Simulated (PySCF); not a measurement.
# C3H3F3: electronic excitations and core binding energies

Wanted: the electronic excitations and core binding energies of C3H3F3 (`F/C=C(\F)CF`), by calculation.

Computed with PySCF 2.14.0, with density-fitted response routines of our own, on a single molecule in the gas phase. Atoms are numbered from 0 throughout.

## Step 1: The starting structure

9 atoms, charge 0, multiplicity 1; geometry from: GFN2-xTB.

Bonds of the start (Å): F0–C1 1.33, C1–C2 1.32, C2–F3 1.35, C2–C4 1.50, C4–F5 1.36, C1–H6 1.08, C4–H7 1.10, C4–H8 1.10.

## Step 2: Ultraviolet spectrum: CAM-B3LYP/def2-SVPD

The job: settings as JSON, then the geometry in Å.

```
{"job": {"kind": "uv", "xc": "CAM-B3LYP", "basis": "def2-SVPD", "nstates": 8, "ntriplets": 3}, "charge": 0, "multiplicity": 1}
F      2.548866     0.232546    -0.325590
C      1.270228     0.495820    -0.049894
C      0.303630    -0.400940    -0.169251
F      0.535041    -1.660897    -0.581112
C     -1.145751    -0.155935     0.126939
F     -1.347759     1.127534     0.541121
H      1.094520     1.507709     0.278883
H     -1.753249    -0.316762    -0.772524
H     -1.491965    -0.823081     0.926248
```

With the program's defaults for keys left out, this is: TDDFT CAM-B3LYP/def2-SVPD, vertical, gas phase, core orbitals frozen in the response.

Command:

```
OMP_NUM_THREADS=1 python probes_run.py task.json out
```

This one command runs all jobs of the session in turn.

**Question.** This job is followed by: delta-SCF UKS SCAN, pcX-2 on the ionised atom, pcseg-1 elsewhere, spin-free X2C. What will the session give for the following? lowest singlet (CAM-B3LYP/def2-SVPD); brightest single state of those computed; lowest triplet; surface potential, 1st and 99th percentile; F1s binding energies, SCAN/pcX-2; C1s binding energies, SCAN/pcX-2.

As calculated:

```
                                quantity                               value
    lowest singlet (CAM-B3LYP/def2-SVPD)         6.50 eV (191 nm), f = 0.010
brightest single state of those computed         state 3, 7.71 eV, f = 0.425
                          lowest triplet                             4.50 eV
   surface potential, 1st and 99th percentile                  -0.74 V and 1.30 V
        F1s binding energies, SCAN/pcX-2  F3 693.70, F0 693.50, F5 693.46 eV
        C1s binding energies, SCAN/pcX-2  C4 294.22, C2 293.49, C1 293.17 eV
```

In words: The lowest singlet, at 6.50 eV, is HOMO→LUMO 0.59, HOMO→LUMO+2 0.34 and is weak; of the 8 states computed, the strongest absorption comes from state 3 at 7.71 eV. The lowest triplet lies 2.00 eV below the lowest singlet (triplets in Tamm-Dancoff, singlets in full TDDFT). F3 (vinylic fluorine) binds its F1s electron 0.24 eV more tightly than F5 (fluorine on an sp3 carbon). The C1s levels kept as sound span 1.05 eV, from C1 (alkene CH) up to C4 (allylic sp3 CH2 bonded to F).
